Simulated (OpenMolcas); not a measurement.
**SO2 (sulfur dioxide), step by step**

We compute a single-point energy (UHF/STO-3G), then the energy (CASSCF(4,4)/STO-3G), then the energy (CASPT2(4,4)/STO-3G), then a single-point energy (SC-NEVPT2(4,4)/STO-3G), then a single-point energy (MRCI(4,4)/STO-3G) of SO2 (sulfur dioxide). 

The results are computed with OpenMolcas 26.06.

3 further runs of the same task are left out: 1 for a known fault of the program, 1 that didn't finish, 1 set aside as unsound or not needed.

## Step 1: Starting point

The species is SO2 (3 atoms), meant as a singlet with charge 0. As SMILES, `O=S=O`. One bond was lengthened or shortened from a relaxed shape.

Bond lengths: O1–S2 1.793 Å, S2–O3 1.434 Å. Angles: O1–S2–O3 116.4°.

## Step 2: A single-point energy at UHF/STO-3G (run 1)

The input, step1.input:

```
* O2S Hartree-Fock
>>> EXPORT MOLCAS_PRINT=2

&GATEWAY
  BasLib=$CurrDir
  Coord
  3
  angstrom
  O       -1.282860       0.694218      -0.622356
  S        0.280030       0.371410       0.194090
  O        0.690220      -1.001060       0.264960
  Basis=STO-3G
  Group=NoSym

&SEWARD

&SCF
  UHF
  Scramble=0.25
  PrOrbitals=1 1
```

The basis set STO-3G is read from a file made from the Basis Set Exchange's data (not shown).

On the command line:

```console
$ export MOLCAS_MEM=1860
$ pymolcas step1.input > step1.log
```

The log of the run:

```text
--- Start Module: gateway ---
[...]
--- Stop Module: gateway /rc=_RC_ALL_IS_WELL_ ---
--- Start Module: seward ---
[...]
      Basis functions           19
--- Stop Module: seward /rc=_RC_ALL_IS_WELL_ ---
--- Start Module: scf ---
[...]
       Convergence after  30 Iterations
[...]
::    Total SCF energy                               -540.7359594262
[...]
      Total spin, S                                     0.6965000983
[...]
      Total electronic charge=   32.000000
      Total            charge=   -0.000000
[...]
      Dipole Moment (debye):
      Origin of the operator (angstrom)=   -0.0082    0.1089    0.0076
                   X=  1.4522E-01               Y=  4.5562E-01               Z=  1.2994E-01           Total=  4.9554E-01
      Quadrupole Moment (debye*angstrom):
[...]
--- Stop Module: scf /rc=_RC_ALL_IS_WELL_ ---
[...]
```

Run time: 2.1 s. Hardware: 1 thread of Arm Neoverse V1, shared host; peak memory 0.37 GiB.

## Step 3: The energy at CASSCF(4,4)/STO-3G (run 2)

The input, step2.input:

```
&GATEWAY
 BasLib=$CurrDir
 Coord
 3
 angstrom
 O       -1.282860       0.694218      -0.622356
 S        0.280030       0.371410       0.194090
 O        0.690220      -1.001060       0.264960
 Basis=STO-3G
 Group=NoSym

&SEWARD

&RASSCF
 FileOrb=$CurrDir/step1.UnaOrb
 Spin=1
 Nactel=4 0 0
 Inactive=14
 Ras2=4
 OrbListing=Nothing
```

The basis set STO-3G is read from a file made from the Basis Set Exchange's data (not shown).

On the command line:

```console
$ export MOLCAS_MEM=1860
$ pymolcas step2.input > step2.log
```

The log of the run:

```text
--- Start Module: gateway ---
[...]
--- Stop Module: gateway /rc=_RC_ALL_IS_WELL_ ---
--- Start Module: seward ---
[...]
      Basis functions           19
--- Stop Module: seward /rc=_RC_ALL_IS_WELL_ ---
--- Start Module: rasscf ---
[...]
      Number of active orbitals                  4
[...]
      Spin quantum number                      0.0
[...]
      Active orbitals                            4
[...]
      Number of CSFs                            20
[...]
      Number of root(s) required                 1
[...]
      Convergence after 12 iterations
[...]
      printout of CI-coefficients larger than  0.05 for root  1
      energy=    -540.782221
      conf/sym  1111     Coeff  Weight
             1  2200  -0.81795 0.66904
             6  2020   0.51595 0.26621
            10  udud  -0.14280 0.02039
            14  0202   0.16048 0.02575
            20  0022  -0.13270 0.01761
      Natural orbitals and occupation numbers for root  1
      sym 1:   1.891858   1.410655   0.589356   0.108131
      ************************************************************************************************************************
      *                                                    Final results                                                     *
[...]
::    RASSCF root number  1 Total energy:   -540.78222147
[...]
      Total electronic charge=   32.000000
      Total            charge=   -0.000000
[...]
      Dipole Moment (debye):
      Origin of the operator (angstrom)=   -0.0082    0.1089    0.0076
                   X=  1.4886E-01               Y=  6.0496E-01               Z=  1.4856E-01           Total=  6.4048E-01
      Quadrupole Moment (debye*angstrom):
[...]
--- Stop Module: rasscf /rc=_RC_ALL_IS_WELL_ ---
[...]
```

It took 1.7 s on 1 thread of Arm Neoverse V1, shared host; peak memory 0.37 GiB.

## Step 4: The energy at CASPT2(4,4)/STO-3G (run 3)

The input, step3.inp:

```
&GATEWAY
 BasLib = $CurrDir
 Coord
 3
 angstrom
 O       -1.282860       0.694218      -0.622356
 S        0.280030       0.371410       0.194090
 O        0.690220      -1.001060       0.264960
 Basis = STO-3G
 Group = NoSym

&SEWARD

&RASSCF
 FileOrb = $CurrDir/step2.RasOrb
 Spin = 1
 Nactel = 4 0 0
 Inactive = 14
 Ras2 = 4
 OrbListing = Nothing

&CASPT2
 Imaginary = 0.1
 Frozen = 7
```

The basis set STO-3G is read from a file made from the Basis Set Exchange's data (not shown).

On the command line:

```console
$ export MOLCAS_MEM=1860
$ pymolcas step3.inp > step3.log
```

The log of the run:

```text
--- Start Module: gateway ---

                                              &GATEWAY

                       available to each process: 1.9 GB of memory, 1 thread

 Basis Set     1 Label: O.STO-3G
 Basis set is read from library:.
 basistype.tbl is not found

 Basis Set     2 Label: S.STO-3G
 Basis set is read from library:.
 basistype.tbl is not found

 Basis Set     3 Label: O.STO-3G
 Basis set is read from library:.
 basistype.tbl is not found

++    Symmetry information:
      ---------------------

                    Character Table for C1

                             E
                    a        1  x, y, xy, Rz, z, xz, Ry, yz, Rx, I
--

++    Basis set information:
      ----------------------

      Basis set label: O.STO-3G.........

      Electronic valence basis set:
      ------------------
      Associated Effective Charge   8.000000 au
      Associated Actual Charge      8.000000 au
      Nuclear Model: Point charge

      Shell  nPrim  nBasis  Cartesian Spherical Contaminant
         s       6       2        X
[... 108 lines left out ...]
      Nuclear repulsion energy =   97.33570770
[... 77 lines left out ...]
      Convergence after  4 iterations
[... 10 lines left out ...]
      printout of CI-coefficients larger than  0.05 for root  1
[... 1 line left out ...]
      conf/sym  1111     Coeff  Weight
[... 10 lines left out ...]
      *                                                    Final results                                                     *
[... 6 lines left out ...]
      RASSCF energy for state  1                   -540.78222147
[... 12 lines left out ...]
::    RASSCF root number  1 Total energy:   -540.78222147
[... 29 lines left out ...]
      Dipole Moment (debye):
[... 13 lines left out ...]
      Spin density orbitals for root   1 are written to the SPDORB.1 file
[... 52 lines left out ...]
      Imaginary shift                            0.10
[... 3 lines left out ...]
--------------------------------------------------------------------------------
 Estimated memory requirements:
  POLY3 :                   250840
  RHS:                      253264
  SIGMA :                   251792
  PRPCTL:                        0
 Available workspace:    232490254

++ CASPT2 computation for group   1

********************************************************************************
 Multi-State initialization phase begins for group   1
--------------------------------------------------------------------------------
********************************************************************************
 Compute H0 matrices for state    1
--------------------------------------------------------------------------------
--------------------------------------------------------------------------------
 H0 matrices have been computed.

********************************************************************************
  CASPT2 EQUATION SOLUTION
--------------------------------------------------------------------------------
 Invalid disk address                    -8
 I/O error in DaFile_checkarg
 Unit =                    45

--- Stop Module: caspt2 /rc=-6 ---

.########################.
.# Non-zero return code #.
.########################.

    Timing: Wall=1.46 User=1.11 System=0.32
```

It took 1.7 s on 1 thread of Arm Neoverse V1, shared host; peak memory 0.37 GiB.

The run ended with an error.

## Step 5: The energy at SC-NEVPT2(4,4)/STO-3G (run 4)

The input, step4.input:

```
* O2S NEVPT2

&GATEWAY
 BasLib=$CurrDir
 Coord
 3
 angstrom
 O       -1.282860       0.694218      -0.622356
 S        0.280030       0.371410       0.194090
 O        0.690220      -1.001060       0.264960
 Basis=STO-3G
 Group=NoSym

&SEWARD

&RASSCF
 FileOrb=$CurrDir/step2.RasOrb
 Spin=1
 Nactel=4 0 0
 Inactive=14
 Ras2=4
 OrbListing=Nothing

&CASPT2
 SC-NEVPT2
 Frozen=7
```

The basis set STO-3G is read from a file made from the Basis Set Exchange's data (not shown).

On the command line:

```console
$ export MOLCAS_MEM=1860
$ pymolcas step4.input > step4.log
```

The log of the run:

```text
--- Start Module: gateway ---
[...]
--- Stop Module: gateway /rc=_RC_ALL_IS_WELL_ ---
[...]
      Basis functions           19
[...]
--- Start Module: rasscf ---
[...]
      Number of active orbitals                  4
[...]
      Spin quantum number                      0.0
[...]
      Active orbitals                            4
[...]
      Number of CSFs                            20
[...]
      Number of root(s) required                 1
[...]
      Convergence after  4 iterations
[...]
      printout of CI-coefficients larger than  0.05 for root  1
      energy=    -540.782221
      conf/sym  1111     Coeff  Weight
             1  2200  -0.81795 0.66904
             6  2020   0.51595 0.26621
            10  udud  -0.14280 0.02039
            14  0202   0.16048 0.02575
            20  0022  -0.13270 0.01761
      Natural orbitals and occupation numbers for root  1
      sym 1:   1.891858   1.410655   0.589356   0.108130
      ************************************************************************************************************************
      *                                                    Final results                                                     *
[...]
::    RASSCF root number  1 Total energy:   -540.78222147
[...]
      Total electronic charge=   32.000000
      Total            charge=   -0.000000
[...]
      Dipole Moment (debye):
      Origin of the operator (angstrom)=   -0.0082    0.1089    0.0076
                   X=  1.4886E-01               Y=  6.0496E-01               Z=  1.4856E-01           Total=  6.4047E-01
      Quadrupole Moment (debye*angstrom):
[...]
--- Stop Module: rasscf /rc=_RC_ALL_IS_WELL_ ---
--- Start Module: caspt2 ---
[...]
 ###    WARNING: User changed nr of frozen orbitals.                         ###
 ###############################################################################
[...]
      E2 (Variational):          -0.0520930764
[...]
      E2 (Variational):          -0.0515146379
      Total energy:            -540.8337361036
[...]
      Reference weight:           0.97480
[...]
::    SC-NEVPT2 Root  1     Total energy:   -540.83373610
[...]
--- Stop Module: caspt2 /rc=_RC_ALL_IS_WELL_ ---
[...]
```

It took 1.6 s on 1 thread of Arm Neoverse V1, shared host; peak memory 0.37 GiB.

## Step 6: The energy at MRCI(4,4)/STO-3G (run 5)

The input, step5.inp:

```
* O2S MRCI
>>> EXPORT MOLCAS_PRINT=2

&GATEWAY
  BASLIB=$CurrDir
  COORD
  3
  angstrom
  O       -1.282860       0.694218      -0.622356
  S        0.280030       0.371410       0.194090
  O        0.690220      -1.001060       0.264960
  BASIS=STO-3G
  GROUP=NoSym

&SEWARD

&RASSCF
  FILEORB=$CurrDir/step2.RasOrb
  SPIN=1
  NACTEL=4 0 0
  INACTIVE=14
  RAS2=4
  ORBLISTING=Nothing

&MOTRA
  LUMORB
  FROZEN=7

&GUGA
  ELECTRONS=18
  SPIN=1
  INACTIVE=7
  ACTIVE=4
  CIALL=1

&MRCI
  SDCI
```

The basis set STO-3G is read from a file made from the Basis Set Exchange's data (not shown).

On the command line:

```console
$ export MOLCAS_MEM=1860
$ pymolcas step5.inp > step5.log
```

The log of the run:

```text
--- Start Module: gateway ---
[...]
--- Stop Module: gateway /rc=_RC_ALL_IS_WELL_ ---
[...]
      Basis functions           19
[...]
      Number of active orbitals                  4
[...]
      Spin quantum number                      0.0
[...]
      Active orbitals                            4
[...]
      Number of CSFs                            20
[...]
      Number of root(s) required                 1
[...]
      Convergence after  4 iterations
[...]
      printout of CI-coefficients larger than  0.05 for root  1
      energy=    -540.782221
      conf/sym  1111     Coeff  Weight
             1  2200  -0.81795 0.66904
             6  2020   0.51595 0.26621
            10  udud  -0.14280 0.02039
            14  0202   0.16048 0.02575
            20  0022  -0.13270 0.01761
      Natural orbitals and occupation numbers for root  1
      sym 1:   1.891858   1.410655   0.589356   0.108130
      ************************************************************************************************************************
      *                                                    Final results                                                     *
[...]
::    RASSCF root number  1 Total energy:   -540.78222147
[...]
      Dipole Moment (debye):
      Origin of the operator (angstrom)=   -0.0082    0.1089    0.0076
                   X=  1.4886E-01               Y=  6.0496E-01               Z=  1.4856E-01           Total=  6.4047E-01
      Quadrupole Moment (debye*angstrom):
[...]
      *** WARNING: Default frozen orbitals is overwritten by user input.
      *** Default values:   7
[...]
--- Start Module: guga ---
[...]
--- Stop Module: guga /rc=_RC_ALL_IS_WELL_ ---
--- Start Module: mrci ---
[...]
       (But an ACPF correction will be computed)
       USE THE DEFAULT ACPF G-VALUE GFAC=  0.11111111111111110
[...]
                      CI ENERGY:  -540.85601430
[...]
                ACPF CORRECTION:    -0.00545199
[...]
      Total electronic charge=   32.000000
      Total            charge=   -0.000000
[...]
     ACPF CORRECTION:     -0.00545199
[...]
  CI State   1     Total energy:   -540.85601430     QDav:     -0.00619066     QACPF:     -0.00545199
[...]
--- Stop Module: mrci /rc=_RC_ALL_IS_WELL_ ---
[...]
```

Wall time 3.3 s (1 thread of Arm Neoverse V1, shared host); peak memory 0.37 GiB.

## Step 7: Summary of results

| quantity | value |
| --- | --- |
| run 1, UHF/STO-3G: total energy | -540.73596 Eh |
| run 1, UHF/STO-3G: dipole moment | 0.50 D |
| run 1, UHF/STO-3G: HOMO energy | -8.13 eV |
| run 1, UHF/STO-3G: LUMO energy | 8.45 eV |
| run 1, UHF/STO-3G: HOMO–LUMO gap | 16.58 eV |
| run 1, UHF/STO-3G: ⟨S²⟩ | 1.182 |
| run 2, CASSCF(4,4)/STO-3G: total energy | -540.78222 Eh |
| run 2, CASSCF(4,4)/STO-3G: dipole moment (CASSCF density) | 0.64 D |
| run 4, SC-NEVPT2(4,4)/STO-3G: total energy | -540.83374 Eh |
| run 4, SC-NEVPT2(4,4)/STO-3G: dipole moment (CASSCF density) | 0.64 D |
| run 5, MRCI(4,4)/STO-3G: total energy | -540.85601 Eh |
| run 5, MRCI(4,4)/STO-3G: dipole moment (CASSCF density) | 0.64 D |
| run 3, CASPT2(4,4)/STO-3G | no result (crashed) |

In words: ⟨S²⟩ (run 1, UHF/STO-3G) is 1.18 where a pure singlet has 0.00: the reference is spin-contaminated. Mulliken charges (run 1, UHF/STO-3G) run from -0.30 on O3 to +0.44 on S2. Mulliken charges (run 2, CASSCF(4,4)/STO-3G) run from -0.32 on O3 to +0.46 on S2; they depend strongly on the basis. Mulliken charges (run 4, SC-NEVPT2(4,4)/STO-3G) of the CASSCF density run from -0.32 on O3 to +0.46 on S2; they depend strongly on the basis. 1 of the 5 runs did not end normally.
